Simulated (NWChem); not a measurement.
System: chlorine (Cl2); SMILES ClCl

The following NWChem deck was run.

```
start job
memory heap 200 mb stack 900 mb global 1100 mb
geometry units angstroms noautosym nocenter noautoz
  Cl     0.000000     0.000000     1.021525
  Cl     0.000000     0.000000    -1.021525
end
basis spherical
  * library aug-cc-pvdz
end
dft
  xc xpbe96 cpbe96
  iterations 150
end
tddft
  cis
  nroots 6
  notriplet
end
task tddft energy
```

The geometry was optimised at B3LYP/6-31G* (spherical d).

Vertical excitations in the gas phase.

### Question
Predict the main results of this run. (PBE/aug-cc-pVDZ, TDA.) Quantities: basis functions; lowest excitation, singlet (eV); oscillator strength of that lowest state; orbital gap (eV).

### Answer
```json
{
 "number_of_basis_functions": "54",
 "lowest excitation, singlet (eV)": "3.16",
 "oscillator_strength_of_that_lowest_state": "0.000",
 "orbital gap (eV)": "2.68"
}
```
